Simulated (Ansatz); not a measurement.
Ideal-gas functions of `FBS` at 400 K and 1 bar, from an Ansatz frequency run at PBE0-D4/def2-TZVP.

Molar mass 63.89 g/mol, point group Cs (symmetry number 1), electronic degeneracy 1, moments of inertia 9.579, 92.967, 102.545 u Å². Harmonic wavenumbers (cm⁻¹, unscaled): 347, 429, 742, 836, 885, 1097, 1324, 2652, 2728.

Use S(trans) = R[1.5 ln M + 2.5 ln T − 1.1517]; rotational temperatures θ = 24.2544 K / I; S(rot) = R[ln(√π/σ · √(T³/θAθBθC)) + 1.5]; for each mode x = 1.438777 ν̃/T, S = R[x/(eˣ − 1) − ln(1 − e⁻ˣ)] and H = RT x/(eˣ − 1); 1 cm⁻¹ = 0.0119627 kJ/mol; R = 8.31446 J/(mol·K).

Q: By hand: the entropy, in J/(mol·K).

A: Translation 166.8. Rotation: θ = 2.532, 0.2609, 0.2365 K, giving 99.7. Vibration, mode by mode: 6.99, 5.49, 2.25, 1.72, 1.50, 0.81, 0.41, 0.01, 0.00, in all 19.2. Electronic 0.0. Sum 285.7 J/(mol·K).

Q: By hand: H − E and G − E in kJ/mol, counted from the electronic energy.

A: Zero-point energy ½ × 11040 × 0.0119627 = 66.0; thermal vibration 5.1; translation, rotation and pV give 4 RT = 13.3. H − E = 84.4 kJ/mol, and G − E = 84.4 − 400 × 285.7/1000 = -29.9 kJ/mol.

Vibration gives 7 % of the entropy. The sum counts one conformer and one mirror image; others add a mixing term.
